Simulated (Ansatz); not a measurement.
Reaction: CH5ClOSi (chlorosilylmethanol, SMILES OC[SiH2]Cl) → CH3O (SMILES [CH2]O, doublet) + SiH2Cl (SMILES [SiH2]Cl, doublet) (the C-Si bond breaks)
Each species at its own B3LYP-D3(BJ)/def2-TZVP minimum (Ansatz, a program for electronic structure), one conformer.

Property: bond dissociation energy (electronic), in kcal/mol. Open shells are spin-unrestricted; no spin-orbit coupling. CBS(X,Y): correlation extrapolated as X^-3, Hartree-Fock from the larger set. A bracket is a step between two methods taken in the basis named. The functionals are non-relativistic, so their misses hold any scalar relativity. Double hybrids freeze cores in their MP2 part. '+ core + X2C': CCSD(T) terms for core correlation (cc-pwCVTZ, 1s frozen past Ne) and scalar relativity (cc-pVTZ-DK).

CCSD(T)/CBS(cc-pV(T+d)Z,cc-pV(Q+d)Z) + [CCSDT(Q) - CCSD(T)]/cc-pV(D+d)Z + core + X2C (Ansatz) gives 83.3 kcal/mol.

What does PBE/def2-TZVPD (Ansatz) give here, and how do the other levels compare?

PBE gives 75.4 kcal/mol, 7.9 kcal/mol below it. Differences of the others: B3LYP/def2-TZVPD (Ansatz) -9.5; PBE0/def2-TZVPD (Ansatz) -7.0; B2PLYP/def2-TZVPD (Ansatz) -5.8; CCSD(T)/CBS(cc-pV(T+d)Z,cc-pV(Q+d)Z) + core + X2C (Ansatz) 0.1 kcal/mol. Nearer than PBE: PBE0/def2-TZVPD, B2PLYP/def2-TZVPD, CCSD(T)/CBS(cc-pV(T+d)Z,cc-pV(Q+d)Z) + core + X2C.
